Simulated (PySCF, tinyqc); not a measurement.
Inside a calculation. Method: CIS and TDHF on RHF in the sto-6g basis, frozen core, for CH+, spin multiplicity 1. The lowest restricted solution is unstable here: a spin-polarised one lies 0.0126 hartree lower (PySCF). One step of it, computed by the program tinyqc.

Problem. CIS matrix, singlets. A(ia,jb) = (e_a - e_i) d_ij d_ab + 2 (ia|jb) - (ij|ab).

orbital energies (hartree): MO1 -11.858701, MO2 -1.270334, MO3 -0.871418, MO4 -0.299185, MO5 -0.299185, MO6 0.198548

Two-electron integrals over orbitals (pq|rs), unique and non-zero (hartree); the lowest 1 orbital is frozen and left out:
```
p,q,r,s,(pq|rs)
2,2,2,2,0.622630
3,2,2,2,0.055630
3,2,3,2,0.086221
3,3,2,2,0.511965
3,3,3,2,-0.059418
3,3,3,3,0.640215
4,2,4,2,0.096194
4,3,4,2,-0.045478
4,3,4,3,0.056345
4,4,2,2,0.566049
4,4,3,2,-0.045015
4,4,3,3,0.572871
4,4,4,4,0.673218
5,2,5,2,0.096194
5,3,5,2,-0.045478
5,3,5,3,0.056345
5,4,5,4,0.036281
5,5,2,2,0.566049
5,5,3,2,-0.045015
5,5,3,3,0.572871
5,5,4,4,0.600655
5,5,5,5,0.673218
6,2,2,2,-0.066322
6,2,3,2,0.028401
6,2,3,3,-0.039732
6,2,4,4,-0.108143
6,2,5,5,-0.108143
6,2,6,2,0.107398
6,3,2,2,0.002291
6,3,3,2,0.065598
6,3,3,3,-0.088828
6,3,4,4,-0.068572
6,3,5,5,-0.068572
6,3,6,2,0.062465
6,3,6,3,0.090635
6,4,4,2,-0.041103
6,4,4,3,0.005613
6,4,6,4,0.028190
6,5,5,2,-0.041103
6,5,5,3,0.005613
6,5,6,5,0.028190
6,6,2,2,0.596593
6,6,3,2,0.087990
6,6,3,3,0.497485
6,6,4,4,0.498918
6,6,5,5,0.498918
6,6,6,2,0.012856
6,6,6,3,0.055927
6,6,6,6,0.672563
```

Give: CIS matrix A, singlet.

Solution.

CIS matrix A, singlet (hartree), lower triangle:
```
,2>4,2>5,2>6,3>4,3>5,3>6
2>4,0.597
2>5,0.000,0.597
2>6,0.000,0.000,1.087
3>4,-0.046,0.000,0.000,0.112
3>5,0.000,-0.046,0.000,0.000,0.112
3>6,0.000,0.000,0.037,0.000,0.000,0.754
```
